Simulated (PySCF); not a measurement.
Gas-phase reaction: 2 CH₃SiCl₃ + Si₂H₆ → 2 H₃SiSiCl₃ + C₂H₆

Energies from PySCF, thermal terms from the rigid-rotor harmonic-oscillator model, ideal gas at 1 bar. † marks an energy on the PBE0/def2-TZVP geometry and frequencies; other levels use their own. MP2 freezes the core. All species are closed-shell singlets. B3LYP is the form with VWN-RPA correlation. H₃SiSiCl₃: computed as isolated molecules; such fragments, hydroxides, amides, oligomers or adducts are transient or little studied in the gas. MP2 isn't extrapolated to the basis-set limit; its ΔH°(298 K) is 83.2 kJ in def2-SVP and 91.0 kJ in def2-TZVPP. The harmonic model lacks anharmonicity and excited electronic states, which grow with temperature; levels with a mode under 35 cm⁻¹ are left out. Internal rotation in CH₃SiCl₃, Si₂H₆, H₃SiSiCl₃, C₂H₆ is treated as a harmonic vibration of one conformer, which makes the entropy rough.

```csv
level,"ΔE electronic, kJ","ΔH°(298 K), kJ","ΔS°(298 K), J/K","ΔG°(1600 K), kJ"
B3LYP/def2-TZVP†,68,75,7,70
BLYP/def2-TZVP†,61,68,7,63
M06-2X/def2-TZVP†,76,83,7,78
MP2/def2-SVP†,76,83,7,78
PBE/def2-TZVP†,60,67,7,63
PBE0/def2-SVP†,65,72,7,68
PBE0/def2-TZVP,68,75,7,70
ωB97M-V/def2-TZVP†,82,89,7,85
```
ΔH° is lowest at PBE/def2-TZVP† and highest at ωB97M-V/def2-TZVP†. No reference value is set beside these.
